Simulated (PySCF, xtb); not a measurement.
methanol cation (CH4O), SMILES CO (connectivity only; charge and spin as stated), charge +1, multiplicity 2.

Harmonic wavenumbers (cm⁻¹) from xtb with GFN2-xTB at its own minimum, in rising order: 83, 900, 992, 1144, 1178, 1194, 1257, 1375, 2496, 2635, 2956, 3247.

**Question.** What does PBE-D3(BJ)/def2-TZVP run with PySCF 2.14.0 give at its own minimum? (An estimate is asked for; the answer gives what the named calculation found.)

**Answer.** 358, 935, 960, 1033, 1140, 1202, 1261, 1433, 2549, 2676, 3114, 3461. Paired by order, the mean absolute difference is 86 cm⁻¹ and the zero-point energies are 27.8 and 28.8 kcal/mol.
